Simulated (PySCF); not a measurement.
Process, species as SMILES: CCN → CC[NH-] + H+
B3LYP-D3(BJ)/def2-TZVP geometries, fixed; electronic energies without zero-point terms.
Largest species:
```
C
H 1 1.0932
H 1 1.0932 2 106.13
N 1 1.4627 2 107.63 3 115.01
H 4 1.0142 1 110.48 2 64.07
H 4 1.0142 5 106.70 1 -120.14
C 1 1.5281 2 109.64 3 -118.33
H 7 1.0931 1 110.87 2 -62.07
H 7 1.0931 8 107.82 1 121.53
H 7 1.0933 8 107.89 9 116.28
```
Charge 0, spin multiplicity 1.

Effect of the grid level at M06-2X/aug-cc-pVTZ with PySCF, against the last row, where the deprotonation energy is 407.15 kcal/mol. Species with rotatable bonds are taken in one conformer. The proton leaves the site shown, which need not be the most acidic. Cost is core time over that of grids.level: 0, rough, on shared machines of one kind.

| setting | grid points, largest species | largest shift of a total energy (mEh) | shift of the deprotonation energy (kcal/mol) | cost |
|---|---|---|---|---|
| grids.level: 0 | 7576 | -34.298 | 0.257 | 1× |
| grids.level: 1 | 32784 | -0.063 | 0.060 | 2× |
| grids.level: 2 | 71016 | -0.047 | 0.023 | 3× |
| grids.level: 3 | 110800 | -0.027 | 0.016 | 4× |
| grids.level: 4 | 195048 | -0.001 | 0.001 | 6× |
| grids.level: 5 | 292856 | 0.000 | 0.000 | 8× |
| grids.level: 7 | 609096 | 0.000 | 0.000 | 20× |

Within 0.05 kcal/mol in the deprotonation energy: grids.level: 2; grids.level: 3; grids.level: 4; grids.level: 5. The largest shift is 34.298 mEh in a total energy and 0.257 kcal/mol in the difference.
